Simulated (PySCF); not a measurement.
Which functional comes closest?

Molecule: SMILES FOF, F₂O.

Cartesian coordinates in Å; atom numbers follow the order of the lines, from 1:
```xyz
3

F    -1.0932    0.2571    0.0000
O     0.2641    0.5005    0.0000
F     0.8292   -0.7576    0.0000
```

Geometry PBE0-D3(BJ)/def2-SVP throughout; GIAO in PySCF 2.14.0 with density-fitted response routines, gas phase, one conformer, non-relativistic; equivalent atoms averaged; basis pcSseg-2.

Reference values (CCSD(T)/pcSseg-4; gas (isolated, no vibration); G. L. Stoychev, PhD thesis, Univ. Bonn 2021 (Stoychev, Auer, Izsak, Neese, JCTC 2018, 14, 619)): σ(O2) = -446.3 ppm, σ(F1/F3) = -24.3 ppm.

How do the functionals HF, LDA, PBE, BLYP, BP86, OPBE, KT2, KT3, B97-D, B3LYP, PBE0, mPW1PW91, WP04, B97-2, BHandHLYP, CAM-B3LYP, wB97X-D, LC-wPBE perform against the reference? Times are CPU seconds on 1 thread of an Arm Neoverse V1, shared host; the GGAs took longer than the global hybrids here, which isn't the general rule, and the cause wasn't traced.

Answers


```tsv
functional	kind	O2	F1/F3	abs. error O	abs. error F	core-s
HF	Hartree–Fock	-364.6	67.5	81.7	91.8	0.9
LDA	LDA	-566.0	-39.3	119.7	15.0	2.5
PBE	GGA	-533.2	-34.5	86.9	10.2	3
BLYP	GGA	-545.9	-44.8	99.6	20.5	3
BP86	GGA	-530.0	-33.8	83.7	9.5	2.9
OPBE	GGA	-498.8	-15.2	52.5	9.1	3
KT2	GGA	-466.0	-20.0	19.7	4.3	3.3
KT3	GGA	-472.9	-20.2	26.6	4.1	3.3
B97-D	GGA	-522.0	-29.9	75.7	5.6	3
B3LYP	global hybrid	-498.5	-19.0	52.2	5.3	2.1
PBE0	global hybrid	-473.1	-3.2	26.8	21.1	2.1
mPW1PW91	global hybrid	-474.8	-5.0	28.5	19.3	2.1
WP04	global hybrid	-552.8	-51.1	106.5	26.8	2.1
B97-2	global hybrid	-472.3	-4.3	26.0	20.0	2
BHandHLYP	global hybrid	-440.8	14.5	5.5	38.8	1.9
CAM-B3LYP	range-separated hybrid	-478.2	-7.3	31.9	17.0	2.5
wB97X-D	range-separated hybrid	-468.3	-3.2	22.0	21.1	2.4
LC-wPBE	range-separated hybrid	-453.7	6.0	7.4	30.3	3.5
```

For ¹⁷O the closest is BHandHLYP (5.5 ppm) and the furthest LDA (119.7 ppm).

For ¹⁹F the closest is KT3 (4.1 ppm, with KT2 practically level) and the furthest HF (91.8 ppm). One molecule is a small sample, and the reference may use another geometry.
